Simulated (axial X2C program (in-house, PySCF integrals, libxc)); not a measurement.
# Curves of HF⁺ by EOM-IP-CCSD

Computed with an axial X2C code built on PySCF integrals: two-component X2C with atomic mean-field Coulomb and Gaunt terms, Gaussian nuclei, basis F dyall-av3z, H dyall-v3z with contracted cores.

Energies in eV from the lowest point of the lowest state; states are followed by energy order within each Ω. Reference: HF, 8 electrons correlated in 86 virtual spinors with an MP2 remainder; levels at this size can be off by some tenths of an eV. Masses 18.998 and 1.008 u.

| R (Å) | (1)Ω=3/2 | (1)Ω=1/2 | (2)Ω=1/2 |
| --- | --- | --- | --- |
| 0.846 | 0.6390 | 0.6752 | 4.9025 |
| 0.882 | 0.3394 | 0.3754 | 4.4398 |
| 0.919 | 0.1482 | 0.1842 | 4.0873 |
| 0.960 | 0.0338 | 0.0697 | 3.7944 |
| 1.002 | 0.0000 | 0.0358 | 3.5869 |
| 1.057 | 0.0456 | 0.0814 | 3.4077 |

No minimum in range: (2)Ω=1/2; the order of states may turn beyond it. T1 of the reference reaches 0.010 (Lee–Taylor). Curves followed by order can swap character. Number of frozen shells: F 1 s; H none. Roots with under 60 % one-particle weight at any point are counted in the labels but not shown, and the list ends where the roots sought for some Ω run out; states that need a further excitation are missing and may lie low or lowest. Curves with a minimum but no constants failed the fit check.
